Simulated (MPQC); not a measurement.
# MP2/6-311G(d,p) (Cartesian functions) run of [SiPH4]− (SMILES [SiH2-]P)

Aim: the energy change on altering one bond length of [SiPH4]− at MP2/6-311G** (Cartesian functions), from 2 runs. 

The calculation is run with MPQC 2.3.1.

2 further runs of the same task are left out: 2 that didn't finish.

### Step 1. The structure to begin with

[SiPH4]−: 6 atoms, total charge -1, spin state singlet. As SMILES, `[SiH2-]P`. The coordinates come from a GFN2-xTB relaxation. This is one conformer, not always the lowest.

Bond lengths: Si1–P2 2.225 Å, Si1–H3 1.503 Å, Si1–H4 1.503 Å, P2–H5 1.375 Å, P2–H6 1.375 Å. Angles: Si1–P2–H5 94.0°, Si1–P2–H6 94.1°, P2–Si1–H3 96.4°, P2–Si1–H4 96.5°, H5–P2–H6 91.3°, H3–Si1–H4 96.7°.

### Step 2. The energy at MP2/6-311G(d,p) (Cartesian functions)

input.in

```
% emacs should use -*- KeyVal -*- mode
molecule<Molecule>: (
   symmetry = c1
   unit = angstrom
   { atoms geometry } = {
      Si [ 0.357650 -1.019850 -0.132620 ]
      P  [ -0.355230 1.071380 0.132600 ]
      H  [ -0.387090 -1.600590 1.036860 ]
      H  [ -0.642080 -1.408110 -1.185860 ]
      H  [ 0.407400 1.565440 -0.899820 ]
      H  [ 0.619350 1.391730 1.048840 ]
   }
)
basis<GaussianBasisSet>: (
   name = "6-311G**"
   molecule = $:molecule
   basisdir = "."
   puream = no
)
mpqc: (
   checkpoint = no
   savestate = no
   restart = no
   do_energy = yes
   do_gradient = no
   optimize = no
   mole<MBPT2>: (
      molecule = $:molecule
      basis = $:basis
      memory = 1000000000
      method = mp
      nfzc = 10
      reference<CLHF>: (
         molecule = $:molecule
         basis = $:basis
         total_charge = -1
         memory = 1000000000
         print_evals = yes
         maxiter = 100
         guess_wavefunction<ExtendedHuckelWfn>: (
            molecule = $:molecule
            total_charge = -1
            multiplicity = 1
            basis<GaussianBasisSet>: (
               name = "STO-3G"
               molecule = $:molecule
            )
         )
      )
   )
)
```

The basis set 6-311G** is read from a file made from the Basis Set Exchange's data (not shown).

On the command line:

```
$ mpqc input.in > input.out
```

Output, shortened:

```text
MPQC: Massively Parallel Quantum Chemistry
[...]
  CLSCF::init: total charge = -1
[...]
  nbasis = 78
[...]
  iter     1 energy = -629.0973282914 delta = 8.58470e-02
[...]
  LUMO is    18   A =   0.281325
  total scf energy = -631.9769484409
[...]
  MP2 correlation energy [au]:         -0.234992497034
  MP2 energy [au]:                   -632.211940937916
Value of the MolecularEnergy: -632.2119409379
[...]
        symmetry = c1
[...]
```

Wall time 45 s (1 thread of Intel Xeon at 2.50GHz (Skylake/Cascade Lake), shared host); peak memory 0.5 GiB.

### Step 3. The distorted shape, same level

mol.in

```
molecule<Molecule>: (
    symmetry = c1
    unit = angstrom
    { atoms geometry } = {
        Si [ 0.395772 -0.995153 -0.184229 ]
        P  [ -0.317108 1.096077 0.080991 ]
        H  [ -0.348968 -1.575893 0.985251 ]
        H  [ -0.603958 -1.383413 -1.237469 ]
        H  [ 0.407400 1.565440 -0.899820 ]
        H  [ 0.657472 1.416427 0.997231 ]
    }
)
basis<GaussianBasisSet>: (
    name = "6-311G**"
    molecule = $:molecule
    basisdir = "."
    puream = no
)
mpqc: (
    checkpoint = no
    savestate = no
    restart = no
    do_energy = yes
    do_gradient = no
    optimize = no
    mole<MBPT2>: (
        molecule = $:molecule
        basis = $:basis
        memory = 1000000000
        method = mp
        nfzc = 10
        reference<CLHF>: (
            molecule = $:molecule
            basis = $:basis
            total_charge = -1
            memory = 1000000000
            print_evals = yes
            maxiter = 100
            guess_wavefunction<ExtendedHuckelWfn>: (
                molecule = $:molecule
                total_charge = -1
                multiplicity = 1
                basis<GaussianBasisSet>: (
                    name = "STO-3G"
                    molecule = $:molecule
                )
            )
        )
    )
)
```

The basis set 6-311G** is read from a file made from the Basis Set Exchange's data (not shown).

On the command line:

```
$ mpqc mol.in > mol.out
```

Output, shortened:

```text
MPQC: Massively Parallel Quantum Chemistry
[...]
  CLSCF::init: total charge = -1
[...]
  nbasis = 78
[...]
  iter     1 energy = -629.1658318597 delta = 8.59736e-02
[...]
  LUMO is    18   A =   0.280971
  total scf energy = -631.9717064520
[...]
  MP2 correlation energy [au]:         -0.235110673999
  MP2 energy [au]:                   -632.206817125986
Value of the MolecularEnergy: -632.2068171260
[...]
        symmetry = c1
[...]
```

Wall time 46 s (1 thread of Intel Xeon at 2.50GHz (Skylake/Cascade Lake), shared host); peak memory 0.5 GiB.

### Step 4. Outcome

Level: MP2/6-311G** (Cartesian functions), 10 core orbitals frozen.

```
                                                              quantity          value
                                             first shape: total energy  -632.21194 Eh
                      first shape: HOMO energy (Hartree–Fock orbitals)       -1.67 eV
                      first shape: LUMO energy (Hartree–Fock orbitals)        7.66 eV
    first shape: HOMO–LUMO gap (to an unbound level, set by the basis)        9.33 eV
             first shape: correlation energy (10 core orbitals frozen)     -235.0 mEh
                                         distorted shape: total energy  -632.20682 Eh
                  distorted shape: HOMO energy (Hartree–Fock orbitals)       -1.67 eV
                  distorted shape: LUMO energy (Hartree–Fock orbitals)        7.65 eV
distorted shape: HOMO–LUMO gap (to an unbound level, set by the basis)        9.31 eV
         distorted shape: correlation energy (10 core orbitals frozen)     -235.1 mEh
     energy change with the P2–H5 bond shortened from 1.375 to 1.307 Å       0.139 eV
```

What this shows: With the P2–H5 bond shortened from 1.375 to 1.307 Å the energy rises by 0.14 eV (3.2 kcal/mol). The first shape isn't relaxed at this level, so the change isn't measured from a minimum.
